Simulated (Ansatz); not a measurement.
Process, species as SMILES: Cl (HCl) → [Cl-] + H+
B3LYP-D3(BJ)/def2-TZVP geometries, fixed; electronic energies without zero-point terms.

Effect of the final integration grid (spheres per factor e of radius in core and valence, angular degree) at PBE0/aug-cc-pV(T+d)Z with Ansatz (an electronic-structure program), against the last row, where the deprotonation energy is 337.14 kcal/mol. The default's grid is 13, 11, 36.

```
setting                     largest shift of a total energy (mEh)  shift of the deprotonation energy (kcal/mol)
--------------------------  -------------------------------------  --------------------------------------------
accuracy: medium (default)                                  0.000                                         0.000
final_grid: 4, 3, 11                                       -0.504                                        -0.258
final_grid: 6, 5, 17                                        0.014                                         0.003
final_grid: 8, 7, 23                                        0.000                                         0.000
final_grid: 10, 9, 29                                       0.000                                         0.000
final_grid: 18, 15, 47                                      0.000                                         0.000
final_grid: 26, 22, 59                                      0.000                                         0.000
```

Within 0.1 kcal/mol in the deprotonation energy: accuracy: medium (default); final_grid: 6, 5, 17; final_grid: 8, 7, 23; final_grid: 10, 9, 29; final_grid: 18, 15, 47. The largest shift is 0.504 mEh in a total energy and 0.258 kcal/mol in the difference.
